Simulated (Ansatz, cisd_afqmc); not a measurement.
Species: CHO, charge 1, singlet. CHO+ (parent SMILES [CH]=O, singlet).
B3LYP-D3(BJ)/def2-TZVP minimum from Ansatz (a quantum-chemistry and plane-wave program):
```xyz
3

C      0.0000     0.0000    -0.5143
O      0.0000     0.0000     0.5871
H      0.0000     0.0000    -1.6107
```
Charge +1, spin multiplicity 1.

Total energies in aug-cc-pVDZ, 10 correlated electrons, 2 frozen orbitals. UHF or UKS for unpaired electrons; spin-orbit terms are left out. Correlated methods leave the cores frozen. No relativity. AFQMC is phaseless with a CISD trial state; ± is one standard error, without the phaseless bias. Outlying blocks are dropped, and bars are widened where a walk drifts. Over all cases where full CI ran beside it in this data, AFQMC minus full CI had a median of +0.1 mEh and passed +0.4 mEh in a tenth of the cases.

```
method         program         energy (Eh)  minus CCSDTQ (mEh)
----------  ----------  ------------------  ------------------
HF              Ansatz          -112.98260              325.38
MP2             Ansatz          -113.28953               18.45
CCSD            Ansatz          -113.29438               13.60
CCSD(T)         Ansatz          -113.30650                1.48
CCSDT(Q)        Ansatz          -113.30819               -0.21
CCSDTQ          Ansatz          -113.30798                0.00
AFQMC/CISD  cisd_afqmc  -113.3075 ± 0.0004           0.4 ± 0.4
```

Rough core times of Ansatz's runs on a shared machine: CCSD(T) under 20 s, CCSDT(Q) under 20 s, CCSDTQ 10 min.
